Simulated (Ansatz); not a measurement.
Ansatz (a quantum-chemistry and plane-wave program) input (B3LYP/6-31G*):

Ansatz 0.2 input:
```yaml
crystal:
  periodic: [false, false, false]
  atoms:
    - {symbol: C, position_ang: [-0.00019564, 0.15550613, 0.00202606]}
    - {symbol: O, position_ang: [0.17957592, 1.34436533, 0.02150869]}
    - {symbol: O, position_ang: [-1.24075127, -0.39145260, -0.00806867]}
    - {symbol: H, position_ang: [-1.87281039, 0.34435362, 0.00369323]}
    - {symbol: C, position_ang: [1.06723178, -0.89990501, -0.01278463]}
    - {symbol: H, position_ang: [2.04521103, -0.42828240, -0.01861809]}
    - {symbol: H, position_ang: [0.96507153, -1.53966993, 0.86487500]}
    - {symbol: H, position_ang: [0.94971371, -1.53330981, -0.89291883]}
basis:
  gaussian:
    orbitals: 6-31G*
hamiltonian:
  xc: {name: B3LYP}
output: {forces: true}
```

What final total energy does it give?

-229.08156 Eh.
